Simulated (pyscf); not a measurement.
## Elimination: H₃Si–SiH₂–GeH₃ → H₃Si–SiH=GeH₂ + H₂

Gas phase, singlet surface, charge 0. Bonds broken: Si2–H9, Ge7–H8. Bonds formed: H8–H9. PySCF, gas phase, ωB97X-D3(BJ)/def2-SVP geometries.

Transition state (Å):

```xyz
11

Si     0.7995    -1.3391     0.1646
Si     1.0254     0.8853    -0.5981
H      0.2979    -1.5593     1.5679
H     -0.1778    -2.0420    -0.7247
H      2.1220    -2.0245     0.0619
H      1.6165     1.4951     0.6637
Ge    -1.1808     1.5542     0.0885
H     -1.1984     0.7590     1.6154
H     -0.2651     0.5471     1.0727
H     -2.4124     0.8201    -0.4365
H     -1.4387     2.9507     0.6486
```

One imaginary mode, 1384i cm⁻¹; descent along it reached the two sides named.

| bond | change | reactant side (Å) | saddle | product side |
|---|---|---|---|---|
| Si2–H9 | breaks | 1.494 | 2.138 | 4.8 |
| Ge7–H8 | breaks | 1.538 | 1.722 | 3.5 |
| H8–H9 | forms | 3.7 | 1.100 | 0.760 |

Electronic energies relative to the reactant's lowest minimum found (eV):

```csv
level,barrier,reaction energy,reverse barrier
ωB97X-D3(BJ)/def2-TZVP,3.56,+2.08,1.48
PBE/def2-TZVP,2.99,+1.80,1.19
r²SCAN/def2-TZVP,3.22,+1.92,1.31
B3LYP-D3(BJ)/def2-TZVP,3.37,+1.90,1.47
PBE0-D3(BJ)/def2-TZVP,3.24,+2.00,1.23
M06-2X/def2-TZVP,3.34,+1.92,1.42
ωB97M-D3(BJ)/def2-TZVP,3.42,+2.04,1.38
HF/def2-TZVP,4.46,+2.27,2.19
```

With ωB97M-D3(BJ)/def2-TZVP energies and thermal terms (ideal gas, 1 atm, RRHO with modes under 100 cm⁻¹ raised to 100, one conformer, R ln 2 for rigid chiral ones), in eV:

| T (K) | ΔH‡ | ΔG‡ | ΔH | ΔG |
|---|---|---|---|---|
| 298 | 3.30 | 3.32 | +1.93 | +1.57 |
| 600 | 3.29 | 3.35 | +1.96 | +1.18 |
| 900 | 3.27 | 3.38 | +1.95 | +0.80 |
| 1200 | 3.26 | 3.42 | +1.92 | +0.42 |

At the saddle there is also a short Ge–H contact that neither side keeps. The same reactants have a lower exit, to •H₂Si–SiH₃ + GeH₃• (no saddle counted: cutting one bond costs +3.17 eV at ωB97M-D3(BJ), against +3.42 eV here). H₃Si–SiH=GeH₂ may be a fragile minimum: a first optimisation, from another start, lost the drawn bonds. H₃Si–SiH=GeH₂ lies 0.41 eV over its isomer H₃Si–Ge:–SiH₃ [singlet], and others may lie lower still (electronic energy, ωB97M-D3(BJ)). This is the saddle that the search found; another between the same sides may lie lower. Elements up to Kr have no core potential and no relativistic terms here.
